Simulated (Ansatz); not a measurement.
**Relative stability**

Two relaxed structures of CH4BS (charge +1), closed shell (PBE0-D4/def2-TZVP; forces vanish, vibrations not checked).

A:

C1  (-0.625, 0.327, -0.449)
B2  (0.457, -0.167, 0.227)
S3  (1.971, -0.624, 1.058)
H4  (-1.562, -0.214, -0.566)
H5  (-0.602, 1.312, -0.914)
H6  (1.554, -1.029, 2.285)
H7  (2.249, -1.858, 0.564)
(Å)

B:

```
atom    x (Å)    y (Å)    z (Å)
  C1  -0.7623   0.4881  -0.3582
  B2   0.3362  -0.1534   0.3953
  S3   1.5705  -0.8477   1.3323
  H4  -1.4638  -0.2522  -0.7611
  H5  -0.3797   1.1216  -1.1677
  H6  -1.3187   1.1355   0.3398
  H7   2.0177  -1.4919   0.2196
```

Ansatz 0.2.0; basis: def2-TZVPP; cores frozen in the correlated methods. B3LYP uses VWN-RPA correlation.

(1) Which structure is lower at CCSD(T), and by how much? (An estimate is asked for; the value comes from the calculation.)

T1 diagnostic: at most 0.017. The restricted Hartree–Fock reference is unstable towards an unrestricted one at one or more of these structures.

Results:

(1) The calculation gives: B, by 2.240 eV (electronic energy, against the other). By their contacts, A is CH₄BS ([CH2][B][SH2]), total charge +1 and B is CH₄BS ([CH3][B][SH]), total charge +1.

All methods give the same order:

```
   method  E(B) − E(A) (eV)
   PBE-D4            -2.139
r2SCAN-D4            -2.232
  PBE0-D4            -2.249
 B3LYP-D4            -2.177
  wB97M-V            -2.303
       HF            -2.418
      MP2            -2.355
     CCSD            -2.267
  CCSD(T)            -2.240
```

Labels in which every atom is bracketed show which atoms are joined, not bond orders.

For scale, one of the runs: CCSD(T)/def2-TZVPP, 160 basis functions, launched by `ansatz run in.yaml --threads 2 --pin off --events-out ev --progress --plain --max-ram 4352MiB`. The run took 15 s on 2 CPU threads of an Arm Neoverse V1 (shared host), with 1.1 GiB of host memory at its peak.
